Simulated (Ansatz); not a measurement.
A calculation with Ansatz (development build ahead of 0.2.0).

```yaml
crystal:
  periodic: [false, false, false]
  atoms:
    - { symbol: C, position_ang: [-0.00417, -0.00883, -0.3075] }
    - { symbol: O, position_ang: [0.00401, 1.1261, 0.2136] }
    - { symbol: O, position_ang: [-0.00355, -1.12483, 0.21259] }
    - { symbol: H, position_ang: [0.00133, -0.0007, -1.48291] }
basis:
  gaussian: { orbitals: cc-pVDZ }
total_charge: -1
hamiltonian:
  xc: hf
```

The input is written out in the form of the current development build from the run's settings.

The run gave:

```
Converged                       : yes
Total energy                    : -188.19502 hartree
Spin squared of the determinant : 0.000
```

Caution: no diffuse functions for an anion.
